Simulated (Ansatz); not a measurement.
# How far each method lies from RCCSDTQ for O–CH2, singlet

Geometry: a PBE0/def2-TZVP stationary point for this spin, not checked as a minimum.

```yaml
atoms:
  - { symbol: O, position_ang: [0.0000, 0.0000, 0.5979] }
  - { symbol: C, position_ang: [0.0000, 0.0000, -0.5975] }
  - { symbol: H, position_ang: [0.0000, -0.9400, -1.1855] }
  - { symbol: H, position_ang: [0.0000, 0.9400, -1.1855] }
```

Basis cc-pVDZ; Ansatz 0.2.0. Only valence electrons are correlated (noble-gas cores frozen), which leaves 12 electrons in 36 orbitals. R marks a restricted (for open shells ROHF) determinant. Active spaces: valence = (12e, 10o) chosen from the atoms' valence shells.

Full CI isn't at hand for all of this; RCCSDTQ serves as the reference, and is uncertain by about the last step of the cluster series.

* UHF ⟨S²⟩: 0.000
* T1 diagnostic (RCCSD): 0.0159
* largest doubles amplitude (RCCSD): 0.123

```json
{"level": "RHF", "E − E(RCCSDTQ) (meV)": "9325", "share of correlation (%)": "0.00", "wall time": "–"}
{"level": "RMP2", "E − E(RCCSDTQ) (meV)": "737", "share of correlation (%)": "92.10", "wall time": "–"}
{"level": "CISD", "E − E(RCCSDTQ) (meV)": "960", "share of correlation (%)": "89.71", "wall time": "0.85 s"}
{"level": "RCCSD", "E − E(RCCSDTQ) (meV)": "302", "share of correlation (%)": "96.76", "wall time": "–"}
{"level": "RCCSD(T)", "E − E(RCCSDTQ) (meV)": "37", "share of correlation (%)": "99.61", "wall time": "0.33 s"}
{"level": "BCCD(T)", "E − E(RCCSDTQ) (meV)": "37", "share of correlation (%)": "99.61", "wall time": "0.48 s"}
{"level": "RCCSDT", "E − E(RCCSDTQ) (meV)": "24", "share of correlation (%)": "99.74", "wall time": "–"}
{"level": "RCCSDT(Q)", "E − E(RCCSDTQ) (meV)": "-3", "share of correlation (%)": "100.04", "wall time": "4.2 s"}
{"level": "CASSCF (valence space)", "E − E(RCCSDTQ) (meV)": "5722", "share of correlation (%)": "38.64", "wall time": "–"}
{"level": "NEVPT2 (valence space)", "E − E(RCCSDTQ) (meV)": "1005", "share of correlation (%)": "89.22", "wall time": "4.6 s"}
{"level": "MRCISD (valence space)", "E − E(RCCSDTQ) (meV)": "314", "share of correlation (%)": "96.63", "wall time": "–"}
{"level": "MRCISD+Q (valence space)", "E − E(RCCSDTQ) (meV)": "22", "share of correlation (%)": "99.77", "wall time": "21 s (H100)"}
```

The correlation energy at RCCSDTQ, counted from RHF, is -9.325 eV. That run took 19 s on 2 threads of AMD EPYC 7R13 with a shared H100 80 GB, shared host.

Times hold each run's SCF and search for its determinant on a shared host, so for small cases they say little of a method's own cost; rows without a card ran on 1 thread of AMD EPYC 7R13.

Natural occupations of CASSCF (valence space) about the gap: 1.989 1.987 1.980 1.977 1.939 0.064 0.024 0.024 0.017; effectively unpaired electrons, Σ n²(2−n)², 0.04.

Atomization energy (electronic, same basis, no zero-point term; atoms at the same level, unrestricted beside the R rows where the molecule is a closed shell, with restricted open-shell steps beyond CCSDT(Q)) at RCCSDTQ: 1444.3 kJ/mol. Errors of other levels:

```json
{"level": "RHF", "error (kJ/mol)": "-395.3"}
{"level": "RMP2", "error (kJ/mol)": "29.7"}
{"level": "CISD", "error (kJ/mol)": "-80.6"}
{"level": "RCCSD", "error (kJ/mol)": "-23.4"}
{"level": "RCCSD(T)", "error (kJ/mol)": "-2.2"}
{"level": "BCCD(T)", "error (kJ/mol)": "-2.0"}
{"level": "RCCSDT", "error (kJ/mol)": "-2.1"}
{"level": "RCCSDT(Q)", "error (kJ/mol)": "0.3"}
{"level": "CASSCF (valence space)", "error (kJ/mol)": "-73.4"}
{"level": "NEVPT2 (valence space)", "error (kJ/mol)": "5.2"}
{"level": "MRCISD (valence space)", "error (kJ/mol)": "-20.5"}
{"level": "MRCISD+Q (valence space)", "error (kJ/mol)": "-6.4"}
```

This basis is far from its limit, so the value isn't to be set against a measured one. Truncated CI isn't size-consistent, which counts against it in atomization.
